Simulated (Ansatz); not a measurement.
**CH₄BS radical: how energies converge with the basis set**

The task here is to estimate one member of a computed series from the others.

The runs use Ansatz 0.2.0, Gaussian basis; one geometry, several basis sets.

Plan: PBE0-D4/def2-SVP; ωB97M-V/def2-SVP; PBE0-D4/def2-QZVPP; ωB97M-V/def2-QZVPP; the functionals' def2-TZVPP values are taken from earlier runs.

## The geometry

The geometry comes from an earlier relaxation with PBE0-D4 in a triple-zeta def2 set; it is a stationary point, not always the lowest conformer.

7 atoms, charge 0, spin multiplicity 2.

Atoms are counted from 1 here; the program's logs count them from 0.

Bond lengths: C1–B2 1.547 Å, C1–H4 1.095 Å, C1–H5 1.096 Å, C1–H6 1.095 Å, B2–S3 1.759 Å, S3–H7 1.346 Å. Angles: B2–C1–H4 109.7°, B2–C1–H5 114.7°, B2–C1–H6 109.7°, H4–C1–H5 108.3°, H4–C1–H6 105.7°, H5–C1–H6 108.3°, C1–B2–S3 128.0°, B2–S3–H7 99.1°.

The first run:

in.yaml reads:

```yaml
crystal:
  periodic: [false, false, false]
  atoms:
    - {symbol: C, position_ang: [-0.877229, 0.454453, -0.160317]}
    - {symbol: B, position_ang: [0.209515, -0.571511, 0.240879]}
    - {symbol: S, position_ang: [1.952861, -0.430440, 0.053414]}
    - {symbol: H, position_ang: [-1.579816, -0.007444, -0.862093]}
    - {symbol: H, position_ang: [-0.492903, 1.374611, -0.613947]}
    - {symbol: H, position_ang: [-1.471529, 0.726310, 0.718438]}
    - {symbol: H, position_ang: [2.320302, -1.613979, 0.577826]}
basis:
  gaussian: {orbitals: def2-SVP}
magnetization: {spin_polarized: true, initial_magnetization: 1}
hamiltonian: {xc: pbe0, dispersion: d4}
output: {orbitals: {seedname: orbitals}}
```

Among the steps run: PBE0-D4 in def2-SVP; ωB97M-V in def2-SVP; PBE0-D4 in def2-QZVPP; ωB97M-V in def2-QZVPP.

One table of the session follows, with a row left open; its other results are not shown here.

It belongs to the step «Density functionals: the series». 

| functional | basis | HOMO (eV) |
| --- | --- | --- |
| PBE0-D4 | def2-SVP | -5.40 |
| PBE0-D4 | def2-TZVPP | -5.49 |
| PBE0-D4 | def2-QZVPP | -5.50 |
| ωB97M-V | def2-SVP | -7.17 |
| ωB97M-V | def2-TZVPP | -7.31 |
| ωB97M-V | def2-QZVPP | ? |

Q: Estimate the row for ωB97M-V, def2-QZVPP from the others.

As computed: HOMO (eV): -7.33. In the column «HOMO (eV)» it is the lowest.
